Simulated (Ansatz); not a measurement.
## Tantalum, bcc: convergence with the k-point mesh

Computed with Ansatz, r²SCAN, scalar-relativistic PAW, on the relaxed cell (a = 3.307 Å; spin not included). Errors count from a run at 500 eV on a Γ-centred 22×22×22 mesh with Fermi-Dirac smearing of 0.1 eV, extrapolated to zero width. Fixed here: cutoff 500 eV, Fermi-Dirac width 0.1 eV. The SCF starts from atomic densities corrected by a trained network.

```tsv
k-mesh	E(σ→0) error (meV/atom)	P (GPa)	SCF iterations
2×2×2	-840.5	-27.91	6
3×3×3	-207.0	-1.68	6
5×5×5	68.0	2.15	6
6×6×6	69.1	2.27	6
8×8×8	-11.6	-1.98	6
14×14×14	-4.7	-0.39	6
19×19×19	-0.1	-0.10	6
```

Q: What does the run at 11×11×11 give (k-mesh)?

A: E(σ→0) error (meV/atom): -0.8; P (GPa): -0.42; SCF iterations: 6.

Within 5 meV/atom of the last row: from 11×11×11 on.
